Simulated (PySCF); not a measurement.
Coordinates in bohr (charge 0 multiplicity 1):
```
S     0.0000   -0.7695   -0.3564
N     0.0000    0.8490   -2.5801
F     0.0000    0.6686    2.5012
```

All numbers come from PySCF, PBE, basis S def2-TZVP, N def2-TZVP, F def2-TZVP (no relativity, density fitting).

This geometry of FSN is a stationary point at this level.

(1) What is the point group?

(2) Is it a minimum?

(3) List the harmonic modes with their infrared intensities.

Results:

(1) Cs.

(2) Yes: all harmonic wavenumbers are real.

(3) 
```csv
symmetry,ω (cm⁻¹),IR (km/mol),type
a',351,11.3,bend
a',617,181,stretch
a',1368,18.4,stretch
```

Other isomers or separated fragments may lie lower.
